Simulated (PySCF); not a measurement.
(CH3)3CCH2F, C5H11F.
Numbering: `[CH3:1][C:2]([CH3:3])([CH3:4])[CH2:5][F:6]` (hydrogens: H7, H8, H9 on C1; H10, H11, H12 on C3; H13, H14, H15 on C4; H16, H17 on C5)

Structure used (PBE0-D3(BJ)/def2-TZVP), in Å, numbered top down from 1:
```xyz
17
C5H11F angstrom
C     -0.5528    0.4518   -1.3582
C     -0.0073   -0.0100   -0.0106
C     -1.0738   -0.7963    0.7446
C      1.2333   -0.8732   -0.2176
C      0.3628    1.2357    0.7759
F      0.8914    0.9133    2.0153
H     -0.8384   -0.4100   -1.9660
H      0.1955    1.0200   -1.9181
H     -1.4380    1.0823   -1.2367
H     -0.7159   -1.0893    1.7333
H     -1.3400   -1.7038    0.1969
H     -1.9829   -0.2024    0.8740
H      1.6531   -1.1904    0.7386
H      0.9847   -1.7672   -0.7947
H      2.0072   -0.3251   -0.7626
H     -0.5196    1.8609    0.9497
H      1.1171    1.8221    0.2402
```

Computed with PySCF at wB97X-D/pcSseg-2, non-relativistic, on one gas-phase PBE0-D3(BJ)/def2-TZVP geometry that isn't relaxed in the solvent. The solvent is an IEF-PCM continuum (van der Waals radii × 1.2). Only the electrostatic response of the medium enters.

Gas phase at wB97X-D/pcSseg-2: HOMO -10.83 eV, LUMO 2.15 eV, dipole 1.79 D.

**Question.** What does the continuum do to the energy, the frontier levels and the dipole at wB97X-D/pcSseg-2 in chloroform?

**Answer.** 
| solvent | ε | E(solvent) − E(gas) (kcal/mol) | polarisation term (kcal/mol) | distortion of the solute (kcal/mol) | HOMO (eV) | LUMO (eV) | dipole (D) |
| --- | --- | --- | --- | --- | --- | --- | --- |
| chloroform | 4.711 | -2.02 | -2.24 | 0.22 | -10.72 | 2.36 | 2.16 |

The polarisation term is half the interaction of the solute with the surface charges that it induces; the rest is the cost of distorting the solute's density. The sum is the electrostatic part of solvation alone.

**Question.** Which radius a makes the point-dipole formula ΔE = −[(ε − 1)/(2ε + 1)]·μ²/a³ give the value in chloroform, with the gas-phase dipole?

**Answer.** μ = 0.704 au and |ΔE| = 0.00322 Eh give a = 2.01 Å; the farthest nucleus lies 2.39 Å from the centroid of the nuclei, so such a sphere wouldn't even hold the nuclei. The formula assumes a rigid point dipole at the centre of a sphere.

**Question.** Give the dipole vector in the frame of the coordinates (D, pointing from negative to positive charge), gas and chloroform.

**Answer.** Gas (-0.71, 0.11, -1.64), solvent (-0.85, 0.21, -1.98). Its length changes by +21 % and its direction by 2°.

Hardware: an AMD EPYC 9R14 with one thread, shared host. Cost: 59 s, 1.9 GiB resident at most. This is the whole shielding run at wB97X-D/pcSseg-2 in chloroform, SCF included.

wB97X-D is run here without its empirical dispersion term; that term would change no orbital, density or response property at a fixed geometry.
